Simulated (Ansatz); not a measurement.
## Fluorite CeO2

Calculation: r²SCAN in Ansatz (PAW).

Numerical settings: plane-wave cutoff 600 eV, 8×8×8 k mesh, no spin polarisation, scalar-relativistic PAW data made under PBE.

Cell: measured lattice: a = b = c = 5.410 Å, α = β = γ = 90.00°.

elastic constant C11: 380 GPa
elastic constant C12: 117 GPa
elastic constant C44: 60.1 GPa
Voigt–Reuss–Hill bulk modulus: 205 GPa
Voigt–Reuss–Hill shear modulus (Hill average): 82.6 GPa
Young modulus: 218 GPa
Poisson ratio: 0.322

Measured, for comparison: elastic constant C11 403 GPa, elastic constant C12 105 GPa, elastic constant C44 60 GPa (temperature not stated, no zero-point or thermal correction; as tabulated in Atomistic and experimental study on thermal conductivity of bulk and porous …). Computed (rounded) less measured: elastic constant C11 -6 %, elastic constant C12 +11 %, elastic constant C44 +0.2 %.

Note: the cell isn't this level's own, so it is under some stress, which shifts stiffness and frequencies.

Elastic constants are with the ions relaxed.

Spin–orbit coupling is not included.

The result took very roughly 4 core-minutes.

Ansatz is a quantum-chemistry and plane-wave program.
